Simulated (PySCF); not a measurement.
CH2, SMILES [CH2], multiplicity 3.

Geometry: r2SCAN-D4/def2-TZVPD. The isomer is the one that the SMILES or the coordinates give; other isomers of the formula were not compared.

Two levels are set side by side: PBE/def2-TZVPD (PySCF) and ωB97X/def2-TZVPD (PySCF). Same geometry, gas phase. Differences are taken from unrounded values.

```tsv
quantity	ωB97X	PBE	PBE minus ωB97X
α-spin orbital gap (eV)	11.66	5.64	-6.03
β-spin orbital gap (eV)	14.59	7.36	-7.23
dipole moment (D)	0.63	0.59	-0.04
mean polarisability (bohr³)	14.5	15.5	1.1
```

PBE's more diffuse valence density responds more strongly to a field. Differences between two approximate levels are no errors against the true value.

Rough cost on one machine, each run with all the roots and properties that it gave: ωB97X against PBE within a factor of 2.
